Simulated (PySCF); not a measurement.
# Vibration and rotation of CCl

UHF-CCSD(T) constants of CCl, ²Π (doublet), unpaired electrons π ↑ (basis C pcseg-1, Cl pcseg-1; no relativity; PySCF 2.14; masses 12.0000 and 34.9689 u):

* ωe: 851.7 cm⁻¹
* ωexe: 5.99 cm⁻¹
* Be: 0.66531 cm⁻¹
* αe: 0.00688 cm⁻¹
* De to C + Cl: 3.52 eV

(1) What force constant and bond length do these constants imply?

(2) Estimate the centrifugal constant D from the Kratzer relation and find the Dunham coefficient a1.

Correlated steps freeze 6 core orbitals. Correlated levels converge slowly with the basis: in double zeta they bind strong bonds too weakly, by up to about 1 eV, and carry superposition errors of some tenths. The state was picked by a PBE0 search and need not be the measured ground state.

Answers

(1) Reduced mass μred = 8.9341 u; k = 5.8918×10⁻⁷·μred·ωe² (u, cm⁻¹, mdyn/Å) = 3.82 mdyn/Å; Re = √(16.8576/(μred·Be)) (u, cm⁻¹, Å) = 1.684 Å.

(2) D = 4Be³/ωe² = 1.62e-06 cm⁻¹; a1 = −1 − αeωe/(6Be²) = -3.21.
